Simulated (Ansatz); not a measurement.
Input file:

```yaml
crystal:
  periodic: [false, false, false]
  atoms:
    - {symbol: Br, position_ang: [-2.092020, 0.251057, 0.000000]}
    - {symbol: H, position_ang: [-0.361020, 0.251057, 0.000000]}
    - {symbol: N, position_ang: [1.091980, 0.251057, 0.000000]}
    - {symbol: H, position_ang: [1.361061, -0.753170, 0.000000]}
basis:
  gaussian: {orbitals: cc-pVDZ}
magnetization: {spin_polarized: true, initial_magnetization: 2}
correlation: {method: ccsdt_q, electrons: outside_noble_gas}
```

```sh
$ ansatz run in.yaml --threads 1 --pin off --events-out ev --progress --plain --max-ram 2393MiB
```

Output:

```
947 factors; integrals over basis functions are off by at most 2.3e-7 eV
mean field evaluation 1: about -71507.6983 eV, gradient 1.1e1 eV
mean field evaluation 2: about -71507.7155 eV, gradient 1.1e1 eV
mean field evaluation 4: about -71508.8357 eV, gradient 2.0e0 eV
mean field evaluation 8: about -71508.9062 eV, gradient 1.6e-3 eV
mean field evaluation 16: about -71508.8047 eV, gradient 2.0e0 eV
mean field evaluation 32: about -71495.4777 eV, gradient 2.3e1 eV
mean field evaluation 64: about -71506.7977 eV, gradient 1.2e-1 eV
mean field evaluation 96: about -71505.2783 eV, gradient 2.7e-2 eV
mean field evaluation 128: about -71500.6845 eV, gradient 8.1e0 eV
mean field -71508.90623800 eV, -2627.9038337689 hartree, gradient 2.3e-6 eV, S^2 2.067536; 2 other end points of the search recorded, 0 dependent functions left out
determinant -71508.90623800 eV, -2627.9038337689 hartree, with singles and doubles -71516.44118117 eV, -2628.1807378230 hartree
determinant -71506.80614251 eV, -2627.8266566832 hartree, with singles and doubles -71514.63373484 eV, -2628.1143153956 hartree
determinant -71506.79863051 eV, -2627.8263806223 hartree, with singles and doubles -71514.62396531 eV, -2628.1139563720 hartree
15 core orbitals not correlated: weight in the atoms' cores, before any rotation towards them, 1.000 or more for the frozen orbitals, at most 0.000 for the correlated occupied ones
reference -71508.90623800 eV, -2627.9038337689 hartree; 8, 6 occupied and 28, 30 virtual orbitals, 947 factors
second order -6.55671564 eV of doubles, -0.00000000 eV of singles
cycle   1  -7.22824615 eV  change   -6.7e-1 eV  update   7.0e-2
...
cycle  13  -7.71719492 eV  change   -3.6e-5 eV  update   8.2e-5
cycle  14  -7.71726017 eV  change   -6.5e-5 eV  update   4.5e-5
cycle  15  -7.71730189 eV  change   -4.2e-5 eV  update   3.0e-5
cycle  16  -7.71732251 eV  change   -2.1e-5 eV  update   2.2e-5
cycle  17  -7.71733366 eV  change   -1.1e-5 eV  update   1.6e-5
cycle  18  -7.71733773 eV  change   -4.1e-6 eV  update   1.2e-5
cycle  19  -7.71733566 eV  change    2.1e-6 eV  update   7.0e-6
cycle  20  -7.71733591 eV  change   -2.5e-7 eV  update   4.6e-6
cycle  21  -7.71733710 eV  change   -1.2e-6 eV  update   2.9e-6
cycle  22  -7.71733744 eV  change   -3.4e-7 eV  update   1.4e-6
perturbative correction -0.01461948 eV, -0.0005372561 hartree
Total energy: -71516.63819492 eV, -2628.1879779450 hartree
```

Ran on 1 thread of Arm Neoverse V1, shared host: 41 s wall, 0.49 GiB peak host memory.
